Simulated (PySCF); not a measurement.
## CF⁻ at LC-ωPBE

Level: LC-ωPBE. basis C def2-TZVPPD, F def2-TZVPPD; no relativity; PySCF 2.14.

```
state                                                                                                             : ³Σ⁻ (triplet), unpaired electrons π ↑↑
bond length                                                                                                       : 1.433 Å
harmonic wavenumber                                                                                               : 851 cm⁻¹
force constant                                                                                                    : 3.14 mdyn/Å
rotational constant Be                                                                                            : 1.117 cm⁻¹
anharmonicity ωexe                                                                                                : 9.93 cm⁻¹
vibration–rotation constant αe                                                                                    : 0.0193 cm⁻¹
well depth De to C + F⁻                                                                                           : 2.89 eV
dissociation energy D0                                                                                            : 2.84 eV
bond order (Mayer)                                                                                                : 0.77
dipole moment (positive dipole points towards F; it is taken about the centre of mass and depends on that origin) : 3.35 D
```

For an ion De counts to the pair picked by the measured ionisation energies or electron affinities, which need not be the lowest pair at this level. The state is the lowest determinant that a PBE0 search found; another state may lie lower at other levels.
